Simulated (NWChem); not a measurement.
System: F anion

The following NWChem deck was run.

```
start job
memory heap 200 mb stack 900 mb global 1100 mb
charge -1
geometry units angstroms noautoz
  F      0.000000     0.000000     0.000000
end
basis spherical
  * library 6-31g*
end
dft
  xc mn15
  grid coarse
  iterations 150
  mulliken
end
task dft gradient
```

Output (shortened):

```
             Northwest Computational Chemistry Package (NWChem) 7.3.0
             --------------------------------------------------------

                             Geometry "geometry" -> ""
                             -------------------------

 Output coordinates in angstroms (scale by  1.889725989 to convert to a.u.)

  No.       Tag          Charge          X              Y              Z
 ---- ---------------- ---------- -------------- -------------- --------------
    1 F                    9.0000     0.00000000     0.00000000     0.00000000

 Effective nuclear repulsion energy (a.u.)       0.0000000000

                                 NWChem DFT Module
                                 -----------------

 Summary of "ao basis" -> "ao basis" (spherical)
 ------------------------------------------------------------------------------
       Tag                 Description            Shells   Functions and Types
 ---------------- ------------------------------  ------  ---------------------
 F                           6-31g*                  6       14   3s2p1d

            General Information
            -------------------
          SCF calculation type: DFT
          Wavefunction type:  closed shell.
          No. of atoms     :     1
          No. of electrons :    10
           Alpha electrons :     5
            Beta electrons :     5
          Charge           :    -1
          Spin multiplicity:     1
          Use of symmetry is: off; symmetry adaption is: off
          Maximum number of iterations: 150
          AO basis - number of functions:    14
                     number of shells:     6
          Convergence on energy requested:  1.00D-06
          Convergence on density requested:  1.00D-05
          Convergence on gradient requested:  5.00D-04

              XC Information
              --------------
                         MN15 Method XC Functional
                     Hartree-Fock (Exact) Exchange  0.440
                          MN15 Exchange Functional  1.000
                        MN15 Correlation Potential  1.000

             Grid Information
             ----------------
          Grid used for XC integration:  coarse
          Radial quadrature: Mura-Knowles
          Angular quadrature: Lebedev.
          Tag              B.-S. Rad. Rad. Pts. Rad. Cut. Ang. Pts.
          ---              ---------- --------- --------- ---------
          F                   0.50       35           3.0       302
          Grid pruning is: on
          Number of quadrature shells:    35
          Spatial weights used:  Erf1

      Superposition of Atomic Density Guess
      -------------------------------------

 Sum of atomic energies:         -99.37233202

 Renormalizing density from       9.00 to     10

      Non-variational initial energy
      ------------------------------

 Total energy =    -105.040404
 1-e energy   =    -154.762325
 2-e energy   =      49.721921
 HOMO         =       0.213533
 LUMO         =       2.258186

     ---------------------------------------------
      Total Density - Mulliken Population Analysis
     ---------------------------------------------

    Atom       Charge   Shell Charges
 -----------   ------   -------------------------------------------------------
    1 F    9    10.00   2.00  0.77  2.71  1.24  3.29  0.00

   convergence    iter        energy       DeltaE   RMS-Dens  Diis-err
 ---------------- ----- ----------------- --------- --------- ---------
 d= 0,ls=0.0,diis     1    -99.5024089862 -9.95D+01  7.48D-02  2.18D+00
 d= 0,ls=0.0,diis     2    -99.5063838097 -3.97D-03  3.82D-02  2.21D+00
 d= 0,ls=0.0,diis     3    -99.6664011667 -1.60D-01  6.81D-04  2.46D-04
 d= 0,ls=0.0,diis     4    -99.6664238143 -2.26D-05  5.98D-05  2.52D-06
 d= 0,ls=0.0,diis     5    -99.6664240064 -1.92D-07  1.45D-07  3.28D-11

         Total DFT energy =      -99.666424006420
      One electron energy =     -145.037813147542
           Coulomb energy =       56.148846913728
    Exchange-Corr. energy =      -10.777457772606
 Nuclear repulsion energy =        0.000000000000

 Numeric. integr. density =        9.999984991387

                       DFT Final Molecular Orbital Analysis
                       ------------------------------------

 Vector    3  Occ=2.000000D+00  E= 1.194631D-01
              MO Center= -3.4D-17,  3.0D-19,  5.7D-18, r^2= 4.6D-01
   Bfn.  Coefficient  Atom+Function         Bfn.  Coefficient  Atom+Function
  ----- ------------  ---------------      ----- ------------  ---------------
     3      0.625412  1 F  px                 7      0.523670  1 F  px
     5      0.052778  1 F  pz                 9      0.044192  1 F  pz

 Vector    4  Occ=2.000000D+00  E= 1.194631D-01
              MO Center=  4.9D-17,  2.0D-17, -3.3D-17, r^2= 4.6D-01
   Bfn.  Coefficient  Atom+Function         Bfn.  Coefficient  Atom+Function
  ----- ------------  ---------------      ----- ------------  ---------------
     4      0.626877  1 F  py                 8      0.524897  1 F  py
     5     -0.029726  1 F  pz

 Vector    5  Occ=2.000000D+00  E= 1.194631D-01
              MO Center=  1.9D-17, -2.0D-17,  1.3D-17, r^2= 4.6D-01
   Bfn.  Coefficient  Atom+Function         Bfn.  Coefficient  Atom+Function
  ----- ------------  ---------------      ----- ------------  ---------------
     5      0.624821  1 F  pz                 9      0.523175  1 F  pz
     3     -0.052136  1 F  px                 7     -0.043654  1 F  px
     4      0.030839  1 F  py                 8      0.025822  1 F  py

 Vector    6  Occ=0.000000D+00  E= 1.704594D+00
              MO Center=  2.5D-15,  1.5D-16, -2.9D-16, r^2= 8.3D-01
   Bfn.  Coefficient  Atom+Function         Bfn.  Coefficient  Atom+Function
  ----- ------------  ---------------      ----- ------------  ---------------
     7     -1.005750  1 F  px                 3      0.948012  1 F  px
     8     -0.208087  1 F  py                 4      0.196141  1 F  py
     9      0.036854  1 F  pz                 5     -0.034738  1 F  pz

 Vector    7  Occ=0.000000D+00  E= 1.704594D+00
              MO Center= -1.9D-17, -1.0D-15,  4.6D-17, r^2= 8.3D-01
   Bfn.  Coefficient  Atom+Function         Bfn.  Coefficient  Atom+Function
  ----- ------------  ---------------      ----- ------------  ---------------
     8     -0.761187  1 F  py                 4      0.717489  1 F  py
     9      0.666107  1 F  pz                 5     -0.627868  1 F  pz
     7      0.181896  1 F  px                 3     -0.171454  1 F  px

 Vector    8  Occ=0.000000D+00  E= 1.704594D+00
              MO Center=  5.9D-17,  4.3D-17, -6.5D-16, r^2= 8.3D-01
   Bfn.  Coefficient  Atom+Function         Bfn.  Coefficient  Atom+Function
  ----- ------------  ---------------      ----- ------------  ---------------
     9     -0.781750  1 F  pz                 5      0.736872  1 F  pz
     8     -0.658396  1 F  py                 4      0.620599  1 F  py
     7      0.107574  1 F  px                 3     -0.101399  1 F  px

     ---------------------------------------------
      Total Density - Mulliken Population Analysis
     ---------------------------------------------

    Atom       Charge   Shell Charges
 -----------   ------   -------------------------------------------------------
    1 F    9    10.00   2.00  0.82  3.35  1.18  2.65  0.00

     -------------------------------------------
      Total Density - Lowdin Population Analysis
     -------------------------------------------

    Atom       Charge   Shell Charges
 -----------   ------   -------------------------------------------------------
    1 F    9    10.00   1.99  0.88  3.31  1.13  2.69  0.00

            General Information
            -------------------
          SCF calculation type: DFT
          Wavefunction type:  closed shell.
          No. of atoms     :     1
          No. of electrons :    10
           Alpha electrons :     5
            Beta electrons :     5
          Charge           :    -1
          Spin multiplicity:     1
          Use of symmetry is: off; symmetry adaption is: off
          Maximum number of iterations: 150
          AO basis - number of functions:    14
                     number of shells:     6
          Convergence on energy requested:  1.00D-06
          Convergence on density requested:  1.00D-05
          Convergence on gradient requested:  5.00D-04

              XC Information
              --------------
                         MN15 Method XC Functional
                     Hartree-Fock (Exact) Exchange  0.440
                          MN15 Exchange Functional  1.000
                        MN15 Correlation Potential  1.000

             Grid Information
             ----------------
          Grid used for XC integration:  coarse
          Radial quadrature: Mura-Knowles
          Angular quadrature: Lebedev.
          Tag              B.-S. Rad. Rad. Pts. Rad. Cut. Ang. Pts.
          ---              ---------- --------- --------- ---------
          F                   0.50       35           3.0       302
          Grid pruning is: on
          Number of quadrature shells:    35
          Spatial weights used:  Erf1

          Convergence Information
          -----------------------
          Convergence aids based upon iterative change in
          total energy or number of iterations.
          Levelshifting, if invoked, occurs when the
          HOMO/LUMO gap drops below (HL_TOL):  1.00D-02
          DIIS, if invoked, will attempt to extrapolate
          using up to (NFOCK): 10 stored Fock matrices.

                    Damping( 0%)  Levelshifting(0.5)       DIIS
                  --------------- ------------------- ---------------
          dE  on:    start            ASAP                start
          dE off:    2 iters        150 iters           150 iters

                            NWChem DFT Gradient Module
                            --------------------------

  charge          =  -1.00
  wavefunction    = closed shell

                         DFT ENERGY GRADIENTS

    atom               coordinates                        gradient
                 x          y          z           x          y          z
   1 F       0.000000   0.000000   0.000000    0.000000  -0.000000   0.000000
```

Level: MN15/6-31G* (spherical d). Sets without diffuse functions describe the anion's extra electron poorly. The highest occupied level is positive, so the extra electron may be held by the finite basis.
